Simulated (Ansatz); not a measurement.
in.yaml

```yaml
crystal:
  periodic: [false, false, false]
  atoms:
    - {symbol: Br, position_ang: [0.000000, 0.000000, 0.000000]}
    - {symbol: Mg, position_ang: [0.000000, 0.000000, 2.831700]}
basis:
  gaussian: {orbitals: STO-3G, fitting: {mean_field: def2-universal-jkfit}}
total_charge: 1
magnetization: {spin_polarized: false, initial_magnetization: 2}
correlation: {method: fic_mrcisd_q, electrons: all, active_space: {window: {electrons: 2, orbitals: 5}}}
```

```sh
$ ansatz run in.yaml --threads 1 --pin off --events-out ev --progress --plain --max-ram 2393MiB
```

Output:

```
378 factors; integrals over basis functions are off by at most 1.8e-2 eV
mean field evaluation 1: about -74603.1019 eV, gradient 6.8e0 eV
mean field evaluation 2: about -74603.3371 eV, gradient 1.2e0 eV
mean field evaluation 4: about -74603.3590 eV, gradient 3.8e-2 eV
mean field evaluation 8: about -74603.3590 eV, gradient 1.9e-3 eV
mean field evaluation 16: about -74603.3101 eV, gradient 8.3e-1 eV
mean field -74603.35900821 eV, -2741.6228755786 hartree, gradient 7.3e-7 eV, S^2 2.000000; 8 other end points of the search recorded, 0 dependent functions left out
reference -74603.35900821 eV, -2741.6228755786 hartree; 24, 22 occupied and 3, 5 virtual orbitals, 378 factors
state -74603.35902137 eV, -2741.6228760623 hartree
contracted CI cycle   1: correlation 0.00000000 eV, 0.0000000000 hartree, residual 8.39e0 eV
contracted CI cycle   2: correlation -0.50559315 eV, -0.0185802057 hartree, residual 1.04e0 eV
contracted CI cycle   3: correlation -0.52192853 eV, -0.0191805196 hartree, residual 1.04e-1 eV
contracted CI cycle   4: correlation -0.52233656 eV, -0.0191955147 hartree, residual 3.06e-2 eV
contracted CI cycle   5: correlation -0.52235057 eV, -0.0191960296 hartree, residual 7.48e-3 eV
contracted CI cycle   6: correlation -0.52235130 eV, -0.0191960561 hartree, residual 2.66e-3 eV
state -74603.35902137 eV, -2741.6228760623 hartree; corrected -74603.88437925 eV, -2741.6421826082 hartree
Total energy: -74603.88437925 eV, -2741.6421826082 hartree
```

Ran on 1 thread of Intel Xeon, shared host: 7.5 s wall, 0.11 GiB peak host memory.
